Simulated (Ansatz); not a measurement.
**PH$_{2}$, doublet: reading a ladder of total energies**

Geometry: MP2(full)/6-31G*, from the G2/97 set.

```
atom   x (Å)    y (Å)    z (Å)
   P  0.0000   0.0000   0.0599
   H  0.0000   1.0256  -0.9209
   H  0.0000  -1.0256  -0.9209
```

Basis 6-31G; Ansatz 0.2.0. Only valence electrons are correlated (noble-gas cores frozen), which leaves 7 electrons in 12 orbitals. R marks a restricted (for open shells ROHF) determinant, U an unrestricted one.

Full CI is exact within this basis and frozen core; it isn't the basis-set limit. The frozen core follows each run's orbitals, which can shift R against U totals by a few meV.

Runs differ by some tens of microhartree through their thresholds and, for an open shell, their frozen cores, so steps under 0.1 kcal/mol mean nothing.

```json
{"level": "UHF", "total energy (hartree)": "-341.811150"}
{"level": "UMP2", "total energy (hartree)": "-341.858037"}
{"level": "UCCSD", "total energy (hartree)": "-341.875064"}
{"level": "UCCSD(T)", "total energy (hartree)": "-341.875586"}
{"level": "UCCSDT", "total energy (hartree)": "-341.875747"}
{"level": "UCCSDT(Q)", "total energy (hartree)": "-341.875783"}
{"level": "UCCSDTQ", "total energy (hartree)": "-341.875791"}
{"level": "full CI", "total energy (hartree)": "-341.875790"}
```

Task: What is the correlation energy at full CI, and what share of it do UMP2 and UCCSD recover?

Result: E(corr) = -341.875790 − (-341.811150) = -0.064640 hartree = -1.759 eV. UMP2: -0.046887 / -0.064640 = 72.54 %. UCCSD: -0.063914 / -0.064640 = 98.88 %.

Task: By how many kcal/mol does UCCSD(T) miss full CI (1 hartree = 627.509 kcal/mol), and which steps make up the rest?

Result: -341.875586 − (-341.875790) = 0.000204 hartree = 0.13 kcal/mol. Steps: UCCSDT − UCCSD(T) = -0.10, UCCSDT(Q) − UCCSDT = -0.02, UCCSDTQ − UCCSDT(Q) = -0.01, full CI − UCCSDTQ = 0.00 kcal/mol. That is within 1 kcal/mol of the reference in this basis, which itself misses far more of the correlation at the basis-set limit.
